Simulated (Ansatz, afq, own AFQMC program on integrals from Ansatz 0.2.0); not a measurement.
AFQMC on a folder of integrals that Ansatz 0.2.0 wrote.

```yaml
crystal:
  periodic: [false, false, false]
  atoms:
    - {symbol: C, position_ang: [0.000000, 0.000000, 0.000000]}
    - {symbol: Se, position_ang: [0.000000, 0.000000, 1.624400]}
basis:
  gaussian: {orbitals: cc-pVDZ}
total_charge: 1
magnetization: {spin_polarized: false, initial_magnetization: 1}
correlation: {method: ccsd_t, electrons: outside_noble_gas, hamiltonian_folder: ham}
```

```sh
$ ansatz run in.yaml --threads 1 --pin off --events-out ev --progress --plain --max-ram 1843MiB
```

afq runs on the folder ham with

```
--method free --trial cisd --walkers 70 --time-step 0.03 --max-blocks 80 --target-error 0.00036 --factor-cut 1e-05 --seed 8939 --times 0,0.3,0.6,1.2,1.8,2.4,3.6,4.8,6 --taylor-order 8
```

Times are imaginary, in 1/Eh. The walk had a cap of 509 s. Filled inner d shells are frozen with the cores.

```
orbitals 26  electrons 5 4  factors 194 of 463
reference energy -2437.21103638 Eh
CCSD correlation -0.24042699 Eh in 15 cycles, weight of the determinant in the CISD state 0.8333
repeat  energy at the last time / Eh  error
    10  -2437.465816  0.003796
    20  -2437.472742  0.004008
    30  -2437.474279  0.003080
    40  -2437.474501  0.002680
    50  -2437.472998  0.002220
    60  -2437.473614  0.002099
    70  -2437.473122  0.001991
    80  -2437.472440  0.001909
time / (1/Eh)  energy / Eh  error  mean overlap
  0.00  -2437.451236  0.000374  1.1989
  0.30  -2437.459491  0.000423  1.2005
  0.60  -2437.462884  0.000464  1.2062
  1.20  -2437.466977  0.000627  1.2091
  1.80  -2437.468087  0.000531  1.2194
  2.40  -2437.469128  0.000758  1.2280
  3.60  -2437.470315  0.001028  1.2419
  4.80  -2437.469756  0.001231  1.2329
  6.00  -2437.472440  0.001909  1.2831
energy -2437.472440 +/- 0.001909 Eh
```

(1) Estimate how long the walk took on 1 thread of Arm Neoverse V2, with other jobs on the host.

The run failed at least one of its tests; the cautions name the faults.

Against this walk (error 51.9 meV) on the same determinant: CCSD(T) 158.9 meV higher, CCSDT(Q) 88.5 meV higher (within the noise). The error is statistical, and a free projection of finite length keeps a remainder of its start. None of these is a sure reference here.

Cautions: remainder of the start not in the error; error above the target (51.9 against 9.8 meV); no relativity below Rb; no spin-orbit coupling; inner d shell frozen; a spin-contaminated unrestricted determinant lies lower (UHF 978 meV lower, ⟨S²⟩ 1.69); raised T1 diagnostic (T1 0.043, weight of the determinant 0.83, largest double 0.14); (T) is large, 6 % of the CCSD correlation.

## Answers

(1) 110 s of wall time.

CCSDT and higher add their correlation energy to the determinant of the CCSD(T) run, since their own runs factorise the integrals more tightly (a shift of under 2 meV). A walk keeps the symmetry of its determinant, which the program's search chose and which needn't be the lowest solution, so a lower state of the same spin and another symmetry isn't excluded.
